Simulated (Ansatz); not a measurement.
A Li₇ZnCl₉ cell: a random packing after short dynamics, relaxed.

```yaml
crystal:
  lattice:
    - [6.96971, -0.09255, -0.08723]
    - [-0.10808, 7.61159, -0.18533]
    - [-0.07922, -0.16483, 7.00076]
  atoms:
    - { symbol: Li, position: [0.61183, 0.10220, 0.41125] }
    - { symbol: Li, position: [0.97369, 0.19748, 0.88565] }
    - { symbol: Li, position: [0.91151, 0.42104, 0.32063] }
    - { symbol: Li, position: [0.38845, 0.58742, 0.15356] }
    - { symbol: Li, position: [0.47089, 0.93350, 0.91361] }
    - { symbol: Li, position: [0.92407, 0.68639, 0.82499] }
    - { symbol: Li, position: [0.45820, 0.40341, 0.66649] }
    - { symbol: Cl, position: [0.14967, 0.93447, 0.81847] }
    - { symbol: Cl, position: [0.87489, 0.07498, 0.20977] }
    - { symbol: Cl, position: [0.07629, 0.48274, 0.03259] }
    - { symbol: Cl, position: [0.36984, 0.89855, 0.29418] }
    - { symbol: Cl, position: [0.12706, 0.28458, 0.56546] }
    - { symbol: Cl, position: [0.57641, 0.64291, 0.88039] }
    - { symbol: Cl, position: [0.90923, 0.71530, 0.48119] }
    - { symbol: Cl, position: [0.55987, 0.40249, 0.34759] }
    - { symbol: Cl, position: [0.64206, 0.14952, 0.75358] }
    - { symbol: Zn, position: [0.09061, 0.97571, 0.45534] }
```

These are results of DFT PBE, scalar-relativistic, plane waves, PAW (Ansatz), not measurements.

Settings: cutoff 420 eV, Γ-centred mesh 3×3×3 on the computed 17-atom cell, Gaussian smearing of 0.02 eV; no spin polarisation.

**Question.** Describe its local order.

**Answer.** Counting as bonded all pairs within 1.2 times the summed covalent radii, but none from a metal cation to another cation:

```json
{"atom → neighbour": "Cl → Li", "mean count": "3.22", "mean length (Å)": "2.44", "spread (Å)": "0.09"}
{"atom → neighbour": "Cl → Zn", "mean count": "0.56", "mean length (Å)": "2.43", "spread (Å)": "0.10"}
{"atom → neighbour": "Li → Cl", "mean count": "4.14", "mean length (Å)": "2.44", "spread (Å)": "0.09"}
{"atom → neighbour": "Zn → Cl", "mean count": "5.00", "mean length (Å)": "2.43", "spread (Å)": "0.10"}
```

Angles between all pairs of such bonds at an atom (mean ± spread): 109 ± 16° at Cl, 108 ± 19° at Li, 106 ± 22° at Zn.

**Question.** Does it have a gap?

**Answer.** It has a gap on the mesh of 4.47 eV. Levels at Γ next to the Fermi level (eV from it): -2.79, -2.66, -2.61, -2.53, -2.48, -2.24, 2.24, 4.02, 4.72, 5.17, 5.28, 5.55. It lies 1.70 eV/atom below the elements' standard states (static lattices, no corrections for gases).

An odd mesh misses points on the zone edge, so a gap read on it can be too wide.

Cost: 2 runs of about 1.5 core-minutes in all (earlier runs that led there not counted), on Arm Neoverse V1 (shared hosts).